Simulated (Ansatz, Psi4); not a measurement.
## The same job for Ansatz

This Psi4 1.11 job computes quartet PH2:

input.dat:
```
memory 2200 mb

molecule {
  0 4
  P      0.525730    -0.309370     0.258210
  H      0.114640     1.051490     0.176750
  H     -0.640370    -0.742120    -0.434970
  symmetry c1
}

set reference uhf
set puream true
set e_convergence 1e-09
set d_convergence 1e-08
set scf_type pk
set maxiter 100

e_tot, wfn = energy("scf/STO-3G", return_wfn=True)
oeprop(wfn, "MULLIKEN_CHARGES", "WIBERG_LOWDIN_INDICES", "DIPOLE", title="SCF")
```

```bash
$ psi4 input.dat output.dat -n 1
```

The shape is that of a PBE0-D4/def2-TZVP optimisation. That shape belongs to the parent species and isn't relaxed for this state.

Without diffuse functions such a state is poorly described.

It gives a total energy of -337.681716 Eh.

How is this level of theory, on these atoms, set up in Ansatz 0.2.0 as an input file of the program's own?

For example:

molecule.yaml:
```yaml
basis:
  gaussian: {orbitals: STO-3G}
crystal:
  periodic: [false, false, false]
  atoms:
    - {symbol: P, position_ang: [0.525730, -0.309370, 0.258210]}
    - {symbol: H, position_ang: [0.114640, 1.051490, 0.176750]}
    - {symbol: H, position_ang: [-0.640370, -0.742120, -0.434970]}
magnetization: {spin_polarized: true, initial_magnetization: 3}
hamiltonian: {xc: hf}
output: {orbitals: {seedname: orbitals}}
accuracy: high
```

```bash
$ ansatz run molecule.yaml --threads 1 --pin off --max-ram 3480MiB --events-out events.jsonl --progress --plain --runs-dir runs
```

Its energy is -337.682297 Eh, 0.581 mEh from the first.
